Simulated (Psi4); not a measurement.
# SF (Monosulfur monofluoride) at 3 levels

We compute a comparison of 3 runs (UHF/STO-3G, UHF/3-21G, UHF-D3(BJ)/aug-cc-pwCVTZ) of SF (Monosulfur monofluoride). 

The calculation is run with Psi4 1.11.

1 further run of the same task is left out (set aside as unsound or not needed).

### 1 Starting point

The species is SF (2 atoms), meant as a doublet with charge 0. SMILES: `F[S]`. The shape is that of a GFN2-xTB optimisation.

Bond lengths: F1–S2 1.627 Å.

### 2 Energy and gradient at UHF/STO-3G (run 1)

Input file fs.xyz:

```xyz
2
FS
F      0.000000     0.000000     0.000000
S      0.000000     0.000000     1.626530
```

Input file fs_ase.py:

```python
import numpy as np
from ase.calculators.psi4 import Psi4
from ase.io import read

mol = read('fs.xyz')
calc = Psi4(atoms=mol, method='hf', basis='STO-3G', memory='1600MB', num_threads=1, charge=0, multiplicity=2, label='calc', reference='uhf')
calc.psi4.set_options({'puream': True, 'e_convergence': 1e-09, 'd_convergence': 1e-08, 'scf_type': 'pk', 'maxiter': 200})
mol.calc = calc

forces = mol.get_forces()
print(f'energy: {mol.get_potential_energy():.6f} eV')
print('forces / eV A^-1')
print(np.round(forces, 5))
```

Command:

```sh
$ python fs_ase.py
```

calc.dat:

```text
[...]
  Running in c1 symmetry.
[...]
  Nuclear repulsion =   46.849131793744959
[...]
  Multiplicity = 2
[...]
  Nalpha       = 13
  Nbeta        = 12
[...]
    Number of basis functions: 14
[...]
   @UHF iter   1:  -491.12958978679023   -8.98930e-01   8.83566e-03 DIIS/ADIIS
[...]
   @UHF iter  12:  -491.14884349845840    1.70530e-13   1.27977e-09 DIIS
[...]
   @S^2 Observed:                7.563363512E-01
[...]
  @UHF Final Energy:  -491.14884349845840
   => Energetics <=
    Nuclear Repulsion Energy =             46.8491317937449594
    One-Electron Energy =                -779.3219098562732370
    Two-Electron Energy =                 241.3239345640698730
    Total Energy =                       -491.1488434984584046
  UHF NO Occupations:
  HONO-2 :   11  A 2.0000000
  HONO-1 :   12  A 1.9968268
[...]
 Multipole Moments:
 ------------------------------------------------------------------------------------
     Multipole            Electronic (a.u.)      Nuclear  (a.u.)        Total (a.u.)
 ------------------------------------------------------------------------------------
 L = 1.  Multiply by 2.5417464519 to convert [e a0] to [Debye]
 Dipole X            :         -0.0000000            0.0000000           -0.0000000
 Dipole Y            :          0.0000000            0.0000000            0.0000000
 Dipole Z            :         -0.7280987            0.9784726            0.2503739
 Magnitude           :                                                    0.2503739
[...]
  -Total Gradient:
     Atom            X                  Y                   Z
    ------   -----------------  -----------------  -----------------
       1        0.000000000000     0.000000000000     0.006308179780
       2       -0.000000000000    -0.000000000000    -0.006308179774
[...]
```

Standard output:

```text
energy: -13364.840776 eV
forces / eV A^-1
[[-0.      -0.      -0.32438]
 [ 0.       0.       0.32438]]
```

It took 1.1 s on 1 thread of INTEL XEON PLATINUM 8581C at 2.30GHz (Emerald Rapids), shared host; peak memory 0.19 GiB.

### 3 A single-point energy at UHF/3-21G (run 2)

Input file fs.json:

```json
{
  "schema_name": "qcschema_input",
  "schema_version": 1,
  "molecule": {
    "schema_name": "qcschema_molecule",
    "schema_version": 2,
    "symbols": ["F", "S"],
    "geometry": [0.0, 0.0, 0.0, 0.0, 0.0, 3.07369623],
    "molecular_charge": 0,
    "molecular_multiplicity": 2,
    "fix_symmetry": "c1",
    "fix_com": true,
    "fix_orientation": true
  },
  "driver": "energy",
  "model": {
    "method": "scf",
    "basis": "3-21G"
  },
  "keywords": {
    "reference": "uhf",
    "puream": true,
    "e_convergence": 1e-09,
    "d_convergence": 1e-08,
    "scf_type": "pk",
    "maxiter": 200,
    "scf_properties": ["WIBERG_LOWDIN_INDICES", "MULLIKEN_CHARGES", "DIPOLE"]
  }
}
```

Command:

```sh
$ psi4 --qcschema fs.json -n 1 --memory 1600MB
```

stdout:

```text
[...]
  Running in c1 symmetry.
[...]
  Nuclear repulsion =   46.849131867530062
[...]
  Multiplicity = 2
[...]
  Nalpha       = 13
  Nbeta        = 12
[...]
    Number of basis functions: 22
[...]
   @UHF iter   1:  -494.38905930402069   -5.65264e-01   8.04562e-03 ADIIS/DIIS
[...]
   @UHF iter  13:  -494.40776489157440   -9.09495e-13   6.28202e-09 DIIS
[...]
   @S^2 Observed:                7.528380093E-01
[...]
  @UHF Final Energy:  -494.40776489157440
   => Energetics <=
    Nuclear Repulsion Energy =             46.8491318675300619
    One-Electron Energy =                -779.1568969605145867
    Two-Electron Energy =                 237.9000002014101085
    Total Energy =                       -494.4077648915744021
  UHF NO Occupations:
  HONO-2 :   11  A 1.9997251
  HONO-1 :   12  A 1.9989875
[...]
 Multipole Moments:
 ------------------------------------------------------------------------------------
     Multipole            Electronic (a.u.)      Nuclear  (a.u.)        Total (a.u.)
 ------------------------------------------------------------------------------------
 L = 1.  Multiply by 2.5417464519 to convert [e a0] to [Debye]
 Dipole X            :         -0.0000000            0.0000000           -0.0000000
 Dipole Y            :          0.0000000            0.0000000            0.0000000
 Dipole Z            :        -48.5604324           49.1791397            0.6187073
 Magnitude           :                                                    0.6187073
[...]
```

The result, in JSON:

```text
{
 "driver": "energy",
 "model": {
  "method": "scf",
  "basis": "3-21G"
 },
 "success": true,
 "return_result": -494.4077648915744,
 "properties": {
  "calcinfo_nbasis": 22,
  "calcinfo_nmo": 22,
  "calcinfo_nalpha": 13,
  "calcinfo_nbeta": 12,
  "calcinfo_natom": 2,
  "nuclear_repulsion_energy": 46.84913186753006,
  "return_energy": -494.4077648915744,
  "scf_one_electron_energy": -779.1568969605146,
  "scf_two_electron_energy": 237.9000002014101,
  "scf_dipole_moment": [-9.157100724527212e-16, 8.775429712237813e-17, 0.618707262119166],
  "scf_total_energy": -494.4077648915744,
  "scf_iterations": 13
 }
}
```

Wall time 1.1 s (1 thread of INTEL XEON PLATINUM 8581C at 2.30GHz (Emerald Rapids), shared host); peak memory 0.29 GiB.

### 4 The energy at UHF-D3(BJ)/aug-cc-pwCVTZ (density fitting, C-PCM tetrahydrofuran) (run 3)

fs.xyz is that of step 2.

Input file fs.py:

```python
import psi4

psi4.set_memory('1600 MB')
psi4.set_num_threads(1)
psi4.set_output_file('output.dat', False)

with open('fs.xyz') as f:
    atoms = ''.join(f.readlines()[2:])
m = psi4.geometry('0 2\n' + atoms + 'symmetry c1\nno_reorient\nno_com')

psi4.set_options({
    'reference': 'uhf',
    'scf_type': 'df',
    'pcm': True,
})
psi4.pcm_helper("""
  Units = Angstrom
  Medium {
    SolverType = CPCM
    Solvent = THF
  }
  Cavity {
    Type = GePol
    RadiiSet = UFF
    Scaling = False
    Area = 0.3
    Mode = Implicit
  }
""")

energy_value = psi4.energy('hf-d3bj2b/aug-cc-pwCVTZ', molecule=m)
print(f'hf-d3bj2b/aug-cc-pwCVTZ energy: {energy_value:.10f} Eh')
```

Command:

```sh
$ python fs.py
```

output.dat:

```text
[...]
  Running in c1 symmetry.
[...]
  Nuclear repulsion =   46.849131793744967
[...]
  Multiplicity = 2
[...]
  Nalpha       = 13
  Nbeta        = 12
[...]
    Number of basis functions: 134
[...]
   @DF-UHF iter   1:  -496.94735544138496   -5.77689e-01   2.26376e-03 DIIS/ADIIS
[...]
   @DF-UHF iter  10:  -496.98104453851761   -1.53389e-07   7.96036e-07 DIIS
[...]
   @S^2 Observed:                7.671260814E-01
[...]
  @DF-UHF Final Energy:  -496.98104453851761
   => Energetics <=
    Nuclear Repulsion Energy =             46.8491317937449665
    One-Electron Energy =                -781.7905685725933154
    Two-Electron Energy =                 237.9698690997335007
    PCM Polarization Energy =              -0.0041738242892082
    Total Energy =                       -496.9810445385176081
  UHF NO Occupations:
  HONO-2 :   11  A 1.9994083
[...]
 Multipole Moments:
 ------------------------------------------------------------------------------------
     Multipole            Electronic (a.u.)      Nuclear  (a.u.)        Total (a.u.)
 ------------------------------------------------------------------------------------
 L = 1.  Multiply by 2.5417464519 to convert [e a0] to [Debye]
 Dipole X            :          0.0000000            0.0000000            0.0000000
 Dipole Y            :         -0.0000000            0.0000000           -0.0000000
 Dipole Z            :        -48.5592388           49.1791398            0.6199009
 Magnitude           :                                                    0.6199009
[...]
```

The script printed:

```text
hf-d3bj2b/aug-cc-pwCVTZ energy: -496.9810445385 Eh
```

Run time: 5.1 s. Hardware: 1 thread of INTEL XEON PLATINUM 8581C at 2.30GHz (Emerald Rapids), shared host; peak memory 0.35 GiB.

### 5 All runs side by side

```
run                                                              level      task  integrals  energy (Eh)  dipole moment (D)  HOMO energy (eV)  LUMO energy (eV)  wall time
  1                                                         UHF/STO-3G  gradient         pk  -491.148843               0.64             -6.57              5.54      1.1 s
  2                                                          UHF/3-21G    energy         pk  -494.407765               1.57            -10.43             -0.10      1.1 s
  3  UHF-D3(BJ)/aug-cc-pwCVTZ (density fitting, C-PCM tetrahydrofuran)    energy         df  -496.981045               1.58            -10.53              0.17      5.1 s
```

### 6 What came out

| quantity | value |
| --- | --- |
| run 3: total energy | -496.98104 Eh |
| run 3: dipole moment | 1.58 D |
| run 3: HOMO energy (highest over α and β) | -10.53 eV |
| run 3: LUMO energy (lowest over α and β) | 0.17 eV |
| run 3: dispersion energy | -13.92 kJ/mol |
| run 3: solvent term in the energy | -11.0 kJ/mol |
| run 3: ⟨S²⟩ | 0.767 |

What this shows: The dipole moment (its size) runs from 0.64 D (UHF/STO-3G) to 1.58 D (UHF-D3(BJ)/aug-cc-pwCVTZ). The two ends differ in basis and solvent. In run 1 the basis is minimal, so the values are rough. All runs together took 7.3 s, the longest 5.1 s.
